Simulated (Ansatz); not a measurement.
A calculation on rock-salt TiC returned lattice constant a 4.333 Å, formation enthalpy -0.831 eV/atom.

For reference: lattice constant a 4.33 Å (measured, temperature not stated, not corrected to a static lattice; as tabulated in Zhang et al. (2018), doi:10.1088/1367-2630/aac7f0); formation enthalpy -0.956 ± 0.02 eV/atom (measured, 298 K, copied from a table, unchecked, no zero-point or thermal correction; as tabulated in Wang et al. (2021), doi:10.1038/s41598-021-94550-5).

Question: Which level of theory produced these numbers?
A. PBE (Ansatz, a first-principles code)
B. r²SCAN-D4 (Ansatz)
C. PBE0 (Ansatz)
D. PBE-D3(BJ) (Ansatz)

Answer: A, PBE (Ansatz)

The others give: r²SCAN-D4 4.318 Å, -1.021 eV/atom; PBE-D3(BJ) 4.291 Å, -0.903 eV/atom; PBE0 4.304 Å, -0.995 eV/atom.

Unless a cell is named, each level is at its own relaxed cell (PBE 10.17, PBE-D3(BJ) 9.88, PBE0 9.96, r²SCAN-D4 10.07 Å³/atom).

Ansatz's density-functional and Hartree–Fock values are scalar-relativistic unless marked +SOC, with PAW data made under PBE.
